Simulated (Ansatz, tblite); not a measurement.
Forces on Si3H5 at its PBE0-D4/def2-TZVP geometry. Total charge 0; doublet.

The xTB rows come from tblite. The structure comes from a short search, and lower isomers may exist.

GFN1-xTB (tblite), largest force 1.08 eV/Å:

```xyz
8
positions Å, forces eV/Å
Si    0.244   -1.666   -0.261    0.149   -1.034   -0.272
Si    1.131    0.459   -0.198    0.061    0.336    0.270
Si   -1.231    0.093   -0.067   -0.133    0.312    0.283
H    -1.871    0.674   -1.274   -0.168   -0.117    0.413
H     0.384   -2.049    1.188   -0.026    0.114   -0.135
H     1.431    1.187   -1.458    0.238   -0.053    0.389
H    -2.051    0.340    1.147   -0.101    0.215   -0.473
H     1.964    0.963    0.923   -0.021    0.227   -0.475
```

GFN2-xTB (tblite), largest force 0.50 eV/Å:

```
Si 0.058 -0.405 -0.138
Si 0.326 0.042 0.032
Si -0.320 -0.054 0.069
H -0.040 -0.029 0.449
H 0.008 -0.065 -0.034
H 0.094 -0.008 0.440
H 0.023 0.274 -0.415
H -0.149 0.247 -0.403
```

PBE-D4/def2-TZVP (Ansatz), largest force 0.27 eV/Å:

```
Si 0.021 -0.182 -0.200
Si 0.062 -0.043 0.011
Si -0.046 -0.055 0.020
H -0.066 0.081 -0.130
H 0.013 -0.025 0.167
H 0.023 0.094 -0.137
H -0.095 0.051 0.138
H 0.089 0.079 0.130
```
